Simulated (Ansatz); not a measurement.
**SiP+ (triplet): the correlation ladder, cc-pVTZ**

One table from this session's results is given with a row withheld; the runs are named, their logs left out.

Program: Ansatz 0.2.0, Gaussian basis. Level of theory: cc-pVTZ, core rule «outside noble gas», up to 10 orbitals frozen. These are calculated values, not measurements.

Plan: UHF; CCSD(T) on ROHF; CCSD(T) on UHF; BCCD(T) on ROHF; CISD; CCSDT(Q) on ROHF; CCSDT(Q) on UHF; CASSCF and MRCISD+Q, 8 electrons in 8 orbitals; CASSCF and NEVPT2, 8 electrons in 8 orbitals.

11 further runs of the same task are left out: 2 that didn't finish, 9 set aside as unsound or not needed.

### The system

The geometry is a PBE0/def2-TZVP stationary point (not a proven minimum).

2 atoms, charge 1, spin multiplicity 3.

Atoms are counted from 1 here; the program's logs count them from 0.

Bond lengths: Si1–P2 2.217 Å.

The first run:

File in.yaml:

```yaml
crystal:
  periodic: [false, false, false]
  atoms:
    - {symbol: Si, position_ang: [0.000000, 0.000000, 0.000000]}
    - {symbol: P, position_ang: [0.000000, 0.000000, 2.216600]}
basis:
  gaussian: {orbitals: cc-pVTZ}
total_charge: 1
magnetization: {spin_polarized: true, initial_magnetization: 2}
hamiltonian: {xc: hf}
output: {orbitals: {seedname: orbitals}}
```

Started as:

```
ansatz run in.yaml --threads 1 --pin off --events-out ev --progress --plain --max-ram 2393MiB
```

Among the steps run: UHF; CCSD(T) on ROHF; CCSD(T) on UHF; BCCD(T) on ROHF; CISD; CCSDT(Q) on ROHF; CCSDT(Q) on UHF; CASSCF and MRCISD+Q, 8 electrons in 8 orbitals; CASSCF and NEVPT2, 8 electrons in 8 orbitals.

One of the session's tables, all rows but one given; the rest of the session is left out.

| method | from UCCSDT(Q) (kcal/mol) |
| --- | --- |
| ROHF | +133.78 |
| UHF | +130.47 |
| RMP2 | +28.65 |
| UMP2 | +29.70 |
| CISD | +16.37 |
| RCCSD | +7.94 |
| UCCSD | +7.78 |
| RCCSD(T) | +1.55 |
| UCCSD(T) | +1.56 |
| BCCD(T) | ? |
| RCCSDT | +0.45 |
| UCCSDT | +0.41 |
| RCCSDT(Q) | +0.05 |
| UCCSDT(Q) | 0 |
| CASSCF valence | +97.53 |
| NEVPT2 valence | +24.43 |
| MRCISD valence | +9.30 |
| MRCISD+Q valence | +1.66 |

Estimate the missing values for BCCD(T).

The run gave: from UCCSDT(Q) (kcal/mol): +1.54. In the column «from UCCSDT(Q) (kcal/mol)» it lies between RCCSDT (+0.45) and RCCSD(T) (+1.55).

Limits of these values: Restricted and unrestricted rows rest on different reference determinants; where their highest levels disagree by more than a few hundredths of an eV, they describe different states and don't form one ladder.
